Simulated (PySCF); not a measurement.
Isomers of C4H4FN. The calculation used PBE0-D3(BJ)/def2-SVP geometry optimisation, gas phase (PySCF). One conformer each; no zero-point energy, no entropy. No frequencies were run at this level. Point groups hold within 0.08 Å.

Problem. Order them by energy at this level, lowest first, and give relative energies in kJ/mol.
A. `C/C(F)=C\C#N`
B. `C/C(F)=C/C#N`

Solution. A (0.0), B (3.4).

Neighbours under 10 kJ/mol apart (C/C(F)=C\C#N and C/C(F)=C/C#N) can change places with a better method, another conformer or zero-point energy. C/C(F)=C\C#N and C/C(F)=C/C#N are stereoisomers, 3.4 kJ/mol apart in the conformers taken.

```tsv
SMILES	E (Eh)	E rel (kJ/mol)	dipole (D)	point group	A, B, C (MHz)
C/C(F)=C\C#N	-308.82171	0.0	3.23	Cs	8887, 2198, 1782
C/C(F)=C/C#N	-308.82042	3.4	5.38	Cs	9947, 2184, 1811
```

Problem. How do the relative energies change in single points at PBE/pcSseg-2 (no added dispersion term) on the same geometries?

Solution. 
```csv
SMILES,PBE0-D3(BJ)/def2-SVP (kJ/mol),PBE/pcSseg-2 (kJ/mol),shift
C/C(F)=C\C#N,0.0,0.0,0.0
C/C(F)=C/C#N,3.4,4.0,+0.6
```

Each column counts from its own lowest isomer. The order is unchanged; the largest shift is 0.6 kJ/mol.
